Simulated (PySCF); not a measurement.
Geometry:
| atom | x (Å) | y (Å) | z (Å) |
| --- | --- | --- | --- |
| C1 | 2.090 | -0.002 | 0.383 |
| C2 | 0.901 | -0.613 | -0.340 |
| C3 | -0.465 | -0.269 | 0.257 |
| C4 | -1.578 | -1.025 | -0.461 |
| C5 | -0.735 | 1.237 | 0.258 |
| O6 | -0.641 | 1.824 | -1.014 |
| H7 | 2.084 | -0.257 | 1.456 |
| H8 | 3.039 | -0.366 | -0.038 |
| H9 | 2.098 | 1.095 | 0.300 |
| H10 | 0.908 | -0.287 | -1.394 |
| H11 | 1.004 | -1.712 | -0.358 |
| H12 | -0.469 | -0.584 | 1.318 |
| H13 | -1.416 | -2.113 | -0.420 |
| H14 | -2.565 | -0.815 | -0.018 |
| H15 | -1.621 | -0.754 | -1.530 |
| H16 | 0.008 | 1.751 | 0.887 |
| H17 | -1.724 | 1.426 | 0.722 |
| H18 | -1.315 | 1.428 | -1.576 |

Geometry: PBE0-D3(BJ)/def2-SVP; GIAO absolute shieldings from PySCF, gas phase, non-relativistic, averaged over equivalent atoms.

At WP04/pcSseg-1 (162 basis functions, 18 s wall time on 1 thread of an Arm Neoverse V1, shared host):
| atoms | σ (ppm) |
| --- | --- |
| C5 | 105.4 |
| C3 | 131.9 |
| C2 | 143.7 |
| C4 | 151.6 |
| C1 | 156.9 |
| O6 | 303.3 |
| H16 | 28.00 |
| H17 | 28.30 |
| H10 | 30.05 |
| H7/H8/H9 | 30.59 |
| H12 | 30.62 |
| H11 | 30.62 |
| H13/H14/H15 | 30.69 |
| H18 | 31.45 |

Task: What do these become at PBE0/pcSseg-1?

Result: 
```csv
atoms,σ at PBE0/pcSseg-1,change
C5,119.7,+14.3
C3,146.1,+14.2
C2,157.8,+14.1
C4,164.8,+13.2
C1,170.9,+14.0
O6,322.7,+19.4
H16,27.47,-0.53
H17,27.90,-0.40
H10,29.75,-0.30
H7/H8/H9,30.28,-0.31
H12,30.36,-0.26
H11,30.31,-0.31
H13/H14/H15,30.39,-0.30
H18,31.43,-0.02
```

The largest change is at O6 (alcohol oxygen). Cost: 162 basis functions, 19 s wall time on 1 thread of an Arm Neoverse V1, shared host. The order of the carbon signals is the same at both levels.
